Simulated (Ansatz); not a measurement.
# BSiHO (triplet): wave-function methods side by side, cc-pVDZ

An exercise on one series of results from a longer session: the logs are not shown, and one member is left open.

Program: Ansatz 0.2.0, Gaussian basis. Level of theory: cc-pVDZ, core rule «outside noble gas», up to 7 orbitals frozen. These are calculated values, not measurements.

To be run: UHF; CCSD(T) on ROHF; CCSD(T) on UHF; BCCD(T) on ROHF; CISD; CCSDT(Q) on ROHF; CCSDT(Q) on UHF; CASSCF and MRCISD+Q, 10 electrons in 10 orbitals; CASSCF and NEVPT2, 10 electrons in 10 orbitals.

23 further runs of the same task are left out: 8 that didn't finish, 15 set aside as unsound or not needed.

## What is computed

The geometry is a PBE0/def2-TZVP stationary point (not a proven minimum).

4 atoms, charge 0, spin multiplicity 3.

Atoms are counted from 1 here; the program's logs count them from 0.

Bond lengths: B1–Si2 1.800 Å, B1–H4 1.175 Å, Si2–O3 1.513 Å. Angles: Si2–B1–H4 180.0°, B1–Si2–O3 180.0°.

Set-up of the first run:

File in.yaml:

```yaml
crystal:
  periodic: [false, false, false]
  atoms:
    - {symbol: B, position_ang: [0.000000, 0.000000, 0.984275]}
    - {symbol: Si, position_ang: [0.000000, 0.000000, -0.815325]}
    - {symbol: O, position_ang: [0.000000, 0.000000, -2.328425]}
    - {symbol: H, position_ang: [0.000000, 0.000000, 2.159475]}
basis:
  gaussian: {orbitals: cc-pVDZ}
magnetization: {spin_polarized: true, initial_magnetization: 2}
hamiltonian: {xc: hf}
output: {orbitals: {seedname: orbitals}}
```

Run with:

```sh
$ ansatz run in.yaml --threads 1 --pin off --events-out ev --progress --plain --max-ram 2393MiB
```

Steps of the session up to this table: UHF; CCSD(T) on ROHF; CCSD(T) on UHF; BCCD(T) on ROHF; CISD; CCSDT(Q) on ROHF; CCSDT(Q) on UHF; CASSCF and MRCISD+Q, 10 electrons in 10 orbitals; CASSCF and NEVPT2, 10 electrons in 10 orbitals.

One table of the session follows, with a row left open; its other results are not shown here.

It belongs to the step «Misses and costs». 

```
   method  from UCCSDT(Q) (meV)
     ROHF              +10096.4
      UHF               +9974.3
     RMP2                +979.1
     UMP2                     ?
     CISD               +1441.0
    RCCSD                +479.1
    UCCSD                +475.4
 RCCSD(T)                 +92.4
 UCCSD(T)                 +93.7
  BCCD(T)                 +87.5
   RCCSDT                 +51.4
   UCCSDT                 +51.5
RCCSDT(Q)                 +17.9
UCCSDT(Q)                     0
```

Estimate the missing values for UMP2.

As computed: from UCCSDT(Q) (meV): +974.1. In the column «from UCCSDT(Q) (meV)» it lies between RCCSD (+479.1) and RMP2 (+979.1).

Left out of the table: CASSCF frontier, NEVPT2 frontier, MRCISD frontier, MRCISD+Q frontier (the active space lost an orbital or holds another state than full CI finds).

Caveats from the session: Restricted and unrestricted rows rest on different reference determinants; where their highest levels disagree by more than a few hundredths of an eV, they describe different states and don't form one ladder. Warnings in the runs' records: passed over end.
